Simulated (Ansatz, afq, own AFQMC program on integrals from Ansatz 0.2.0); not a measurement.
**AlSiH2, quartet in cc-pVDZ, levels against CCSDT(Q)**

```csv
atom,x (Å),y (Å),z (Å)
Si,0.0000,0.0000,2.3300
Al,0.0000,0.0000,-2.2060
H,0.0000,1.4055,-2.9347
H,0.0000,-1.4055,-2.9347
```

Connectivity, by distances: Si ··· AlH2.

Basis cc-pVDZ. Only valence electrons are correlated. Ansatz 0.2.0 and our own AFQMC program on the same integrals; the CISD trial comes from CCSD amplitudes, and released means the phaseless constraint is let go. Uncertainties: one standard error, sampling alone.

Determinant: UHF, the one that the program's search chose, which needn't be the lowest solution. The geometry is a point of a scan.

No full CI on the walks' own integrals is used here; CCSDT(Q) serves as the reference and is uncertain by about the last step of the cluster series.

Cautions: lower spins were not checked; released walk and highest rung disagree (by 18 meV at 2.40 1/Eh).

```
T1 diagnostic                               : 0.0131
weight of the determinant in the CISD state : 0.890
⟨S²⟩ of the determinant                     : 3.764
size of the correlated space                : 9 electrons in 36 orbitals
```

Reference: CCSDT(Q), correlation energy -3.898 eV. The released energy is read at 2.40 1/Eh (meV from the phaseless value at times in 1/Eh: -3 ± 7 at 0.24, -17 ± 7 at 0.51, -17 ± 5 at 0.99, -6 ± 5 at 1.62, -4 ± 7 at 2.40).

```
         level  E − E(reference) (mEh)  share of correlation (%)
            HF                  143.24                      0.00
           MP2                   41.45                     71.07
          CCSD                    3.16                     97.80
       CCSD(T)                    0.96                     99.33
         CCSDT                    0.07                     99.95
   ph-AFQMC/HF             9.82 ± 1.20                     93.15
 ph-AFQMC/CISD             0.81 ± 0.23                     99.43
released AFQMC             0.65 ± 0.25                     99.55
```

A walk keeps the symmetry of its determinant, which the program's search chose and which needn't be the lowest solution, so a lower state of the same spin and another symmetry isn't excluded. Released energies are given only where the last usable release times agree within the noise; a slower fall can still hide under it.
